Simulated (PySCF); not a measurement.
Below is a simulated gas-phase C 1s photoelectron spectrum of `N=C1CCCC1`.

Every computed line was given a Gaussian of 0.8 eV full width at half maximum and an area set by the number of equivalent atoms; the highest printed point is 100. The calculation used PySCF 2.14.0, delta-SCF UKS SCAN, pcX-2 on the ionised atom, pcseg-1 elsewhere, spin-free X2C.

binding energy (eV), intensity and a bar:
```
    289.3          0 
    289.4          0 
    289.5          1 
    289.6          2 
    289.7          4 #
    289.8          7 ##
    289.9         14 ####
    290.0         23 #######
    290.1         36 ###########
    290.2         52 ################
    290.3         70 #####################
    290.4         85 ##########################
    290.5         96 #############################
    290.6        100 ##############################
    290.7         96 #############################
    290.8         85 ##########################
    290.9         70 #####################
    291.0         55 ################
    291.1         42 ############
    291.2         32 ##########
    291.3         27 ########
    291.4         26 ########
    291.5         26 ########
    291.6         27 ########
    291.7         26 ########
    291.8         24 #######
    291.9         20 ######
    292.0         16 #####
    292.1         11 ###
    292.2          7 ##
    292.3          4 #
    292.4          2 #
    292.5          1 
    292.6          1 
    292.7          0 
    292.8          0
```

**Question.** How many maxima does the curve show, and how many computed lines lie under it?

**Answer.** The curve has 2 maxima (at 290.6 and 291.6 eV). Under it lie 5 lines from 5 inequivalent carbon sites. At this width some lines have no maximum of their own.

**Question.** Decompose the envelope and assign each component. Numbering: `[NH:1]=[C:2]1[CH2:3][CH2:4][CH2:5][CH2:6]1`.

**Answer.** 
```tsv
position (eV)	relative area	line	atoms	environment
290.47	1	C 1s	C6	ring CH2 carbon
290.59	1	C 1s	C5	ring CH2 carbon
290.65	1	C 1s	C4	ring CH2 carbon
290.67	1	C 1s	C3	ring CH2 carbon
291.66	1	C 1s	C2	imine carbon
```

**Question.** What are the centre and the root-mean-square width of the whole band?

**Answer.** The area-weighted mean of the lines is 290.81 eV. Their own spread about it is 0.43 eV (rms) and each Gaussian has σ = 0.8/2.355 = 0.34 eV; the variances add, which gives 0.55 eV.

Lowest listed C 1s: C6, bonded to 2 C and 2 H. Highest, 1.19 eV above it: C2, bonded to N (double bond) and 2 C. The widest gap between neighbouring values is 0.99 eV, between 290.67 and 291.66 eV. Summing the Pauling electronegativity differences to the bonded atoms, each weighted by its formal bond order, gives -0.70 for the lowest site and +0.98 for the highest; no listed site has a larger sum than the highest. The values 290.65 and 290.67 eV lie too close for their order to be trusted.

Shake-up satellites, vibrational structure and lifetime widths aren't simulated. Spin contamination (⟨S²⟩ against 0.75 for a pure doublet) is marked for C 1s of C2 (0.88), which makes this value less certain. One conformer (not necessarily the lowest) at the GFN2-xTB geometry, without solvent, vibrations or thermal averaging.
